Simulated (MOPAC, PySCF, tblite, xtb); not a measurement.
Dissociation curve of SMILES CO (CH₄O). The O2–H6 bond (O2 also carries C; H6 carries nothing else) is varied alone, starting from the PBE0/def2-TZVP optimised geometry.

- GFN1-xTB (xtb)
- PM7, restricted, heats of formation (MOPAC)
- GFN2-xTB, 300 K electronic temperature (tblite)
- UCCSD(T) = CCSD(T) on UHF/cc-pVDZ, 2 core orbitals frozen (PySCF)

Energies relative to the lowest point of each curve near equilibrium, in eV; the last columns give the difference from UCCSD(T):

| R / Å | GFN1-xTB | PM7 | GFN2-xTB | UCCSD(T) | GFN1-xTB − UCCSD(T) | PM7 − UCCSD(T) | GFN2-xTB − UCCSD(T) |
|---|---|---|---|---|---|---|---|
| 0.76 | 1.716 | 0.767 | 1.671 | 1.852 | -0.136 | -1.085 | -0.181 |
| 0.82 | 0.718 | 0.388 | 0.682 | 0.788 | -0.070 | -0.400 | -0.106 |
| 0.86 | 0.337 | 0.214 | 0.313 | 0.373 | -0.036 | -0.159 | -0.060 |
| 0.90 | 0.116 | 0.093 | 0.104 | 0.130 | -0.013 | -0.037 | -0.026 |
| 0.94 | 0.015 | 0.022 | 0.012 | 0.017 | -0.002 | 0.005 | -0.005 |
| 0.96 | 0.000 | 0.005 | 0.000 | 0.000 | 0.000 | 0.005 | 0.000 |
| 0.99 | 0.012 | 0.000 | 0.015 | 0.014 | -0.001 | -0.014 | 0.001 |
| 1.02 | 0.060 | 0.020 | 0.062 | 0.067 | -0.006 | -0.047 | -0.004 |
| 1.06 | 0.168 | 0.083 | 0.163 | 0.185 | -0.017 | -0.102 | -0.021 |
| 1.10 | 0.313 | 0.183 | 0.297 | 0.343 | -0.030 | -0.160 | -0.047 |
| 1.19 | 0.738 | 0.527 | 0.670 | 0.793 | -0.055 | -0.266 | -0.123 |
| 1.28 | 1.241 | 0.995 | 1.095 | 1.299 | -0.058 | -0.304 | -0.204 |
| 1.43 | 2.129 | 1.929 | 1.835 | 2.151 | -0.022 | -0.222 | -0.316 |
| 1.59 | 3.034 | 2.980 | 2.590 | 2.937 | 0.097 | 0.043 | -0.347 |
| 1.73 | 3.736 | 3.848 | 3.180 | 3.491 | 0.245 | 0.357 | -0.311 |
| 1.90 | 4.454 | 4.778 | 3.792 | 3.998 | 0.456 | 0.779 | -0.206 |
| 2.12 | 5.170 | 5.753 | 4.416 | 4.345 | 0.825 | 1.408 | 0.071 |
| 2.33 | 5.667 | 6.465 | 4.856 | 4.461 | 1.206 | 2.004 | 0.395 |
| 2.60 | 6.107 | 7.132 | 5.248 | 4.506 | 1.601 | 2.626 | 0.743 |
| 2.85 | 6.373 | 7.568 | 5.481 | 4.520 | 1.853 | 3.049 | 0.961 |
| 3.37 | 6.652 | 8.143 | 5.705 | 4.531 | 2.121 | 3.612 | 1.174 |

GFN1-xTB is furthest from UCCSD(T) at 3.37 (2.121 eV, above); its mean absolute difference over the points is 0.421 eV.

PM7 is furthest from UCCSD(T) at 3.37 (3.612 eV, above); its mean absolute difference over the points is 0.794 eV.

GFN2-xTB is furthest from UCCSD(T) at 3.37 (1.174 eV, above); its mean absolute difference over the points is 0.253 eV.

The restricted form behind PM7 keeps the bonding electrons paired and can't separate into open-shell fragments. The unrestricted determinant behind UCCSD(T) is spin-contaminated at 1.43 to 3.37 Å (<S²> up to 1.0, against 0.00 for a pure singlet).
